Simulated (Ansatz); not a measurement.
`CC(Cl)CF` + H₂ → `CC(C)Cl` + H–F  (hydrogenolysis of a C–F bond)

Gas-phase electronic energies from Ansatz, PBE0-D4/def2-TZVP geometries. CBS: MP2 limit from def2 TZ/QZ plus the TZ coupled-cluster correction, frozen cores. This one scheme is used for every species. Functionals use def2-TZVPP. B3LYP here is the variant with VWN-RPA as its local correlation; programs differ in this. One conformer a species, not always the lowest.

```tsv
level	ΔE (kJ/mol)	difference from CCSD(T)/CBS
LDA (SPW92)	-95.1	12.7
r2SCANh-D4	-97.5	10.3
r2SCAN0-D4	-101.3	6.5
BHLYP-D4	-100.2	7.6
r2SCAN	-94.9	12.9
B3LYP	-97.8	10.0
r2SCAN0	-101.6	6.2
BHLYP	-101.2	6.6
LC-ωPBE	-102.5	5.3
MP2/def2-SVP	-97.6	10.2
CCSD(T)/def2-SVP	-92.0	15.8
HF/def2-TZVPP	-102.3	5.5
SCS-MP2/def2-TZVPP	-105.3	2.5
CCSD(T)/def2-TZVPP	-104.3	3.5
HF/def2-QZVPP	-102.9	4.9
MP2/def2-QZVPP	-112.9	-5.1
CCSD(T)/CBS	-107.8	0
```

Largest T1 diagnostic among the species: 0.010.

Leaving LDA and LC-ωPBE aside and taking each functional with its dispersion term where it has one, the values, not all of them listed here, spread over 17.5 kJ/mol, from PBE-QIDH to BLYP-D4. At CCSD(T), def2-SVP lies +15.8 kJ/mol from the extrapolated value and def2-TZVPP +3.5 kJ/mol. From BLYP to BHLYP (50 % exact exchange), in def2-TZVPP and without D4, ΔE moves by −8.7 kJ/mol.
